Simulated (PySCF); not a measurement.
# ClF−: bond curves at several levels of theory

One job finds the state of ClF−, follows it along the bond with each method and fits the curves.

Computed with PySCF 2.14.0. Level: Cl def2-TZVPPD, F def2-TZVPPD, no relativity.

1 further run of the same task is left out (set aside as unsound or not needed).

### Step 1. Set-up

A driver script around PySCF takes these settings:

```json
{
  "atoms": "Cl, F",
  "charge": "-1",
  "basis": "Cl def2-TZVPPD, F def2-TZVPPD",
  "Hamiltonian": "no relativity",
  "basis functions": "91",
  "electrons treated": "27",
  "masses in u": "34.9689, 18.9984",
  "levels": "PBE0, PBE, r²SCAN, B3LYP, PBEsol, r²SCAN0, M06, BLYP, ωB97X, HF, MP2, SCS-MP2, CCSD, CCSD(T)",
  "grid": "80 radial by 434 angular points",
  "occupations": "held fixed by the projection of orbital angular momentum",
  "dissociation limit": "Cl− + F, each in its ground configuration",
  "starting distance in angstrom": "1.685",
  "values of 2S to try": "1, 3"
}
```

The run is started by

```
$ OMP_NUM_THREADS=2 python dia.py task.json out
```

After this run come: First curve: PBE0; PBE; r²SCAN (meta-GGA); B3LYP; PBEsol (GGA); r²SCAN0 (hybrid meta-GGA); M06 (hybrid meta-GGA); BLYP (GGA); ωB97X (range-separated hybrid); UHF (mean field); Adding correlation.

**Question.** What will these runs give? Wanted: for each run, Re; ωe; De; μ.

As calculated:

Lowest PBE0 solution found, without spin–orbit coupling: ²Σ⁺ (doublet), unpaired electrons σ ↑.

```tsv
level	Re (Å)	ωe (cm⁻¹)	De (eV)	μ (D)
UHF-CCSD	2.171	380	1.07	n/a
UHF-CCSD(T)	2.175	365	1.21	n/a
PBE	2.290	263.6	2.05	-1.19
PBEsol	2.231	293.4	2.20	-1.10
BLYP	2.344	243.9	2.03	-1.32
r²SCAN	2.266	283.9	1.72	-1.03
B3LYP	2.272	286.3	1.66	-1.19
PBE0	2.224	308	1.52	-1.03
r²SCAN0	2.214	317	1.31	-0.91
M06	2.269	284.8	1.51	-1.11
ωB97X	2.206	338	1.48	-1.23
```

De is counted to Cl− + F in their ground configurations. A positive dipole points from Cl to F; in an ion it is taken about the centre of mass and does not tell which atom is negative. No constants: UHF (no minimum is bracketed among the points kept); UHF-MP2 (the points don't follow one smooth fit); UHF-SCS-MP2 (the points don't follow one smooth fit).

What this shows: Bond lengths run from 2.171 Å (UHF-CCSD) to 2.344 Å (BLYP). Among the levels with a De in the table, it runs from 1.07 eV (UHF-CCSD) to 2.20 eV (PBEsol).

Correlated steps freeze 6 core orbitals. T1 is 0.040 near the minimum (highest on the curve 0.088), which may point to more than one leading configuration.
